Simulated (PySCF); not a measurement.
dichloromethane (CH2Cl2), SMILES ClCCl.

Geometry optimised at PBE0-D3(BJ)/def2-TZVP.

Two levels are set side by side: TDDFT-PBE/def2-SVPD (PySCF) and TDDFT-B3LYP/def2-SVPD (PySCF). Vertical, same geometry. The lowest singlet is HOMO→LUMO 99 % with PBE and HOMO→LUMO 98 % with the other functional; states are paired by order. Differences are taken from unrounded values.

| quantity | TDDFT-B3LYP |
|---|---|
| lowest singlet excitation (eV) | 6.75 |
| lowest triplet excitation (TDA) (eV) | 6.23 |
| first bright state (f over 0.05) (eV) | 8.18 |
| its oscillator strength | 0.06 |

### Question
What does TDDFT-PBE give, and how far is it from TDDFT-B3LYP? (An estimate is asked for; the answer gives what the named calculation found.)

### Answer

```csv
quantity,TDDFT-PBE,TDDFT-PBE minus TDDFT-B3LYP
lowest singlet excitation (eV),6.29,-0.47
lowest triplet excitation (TDA) (eV),5.86,-0.37
first bright state (f over 0.05) (eV),7.74,-0.44
its oscillator strength,0.09,0.03
```

A lower first singlet is the usual sign of a functional without exact exchange. Differences between two approximate levels are no errors against the true value.

Rough cost on one machine, each run with all the roots and properties that it gave: TDDFT-B3LYP against TDDFT-PBE about 3 times.
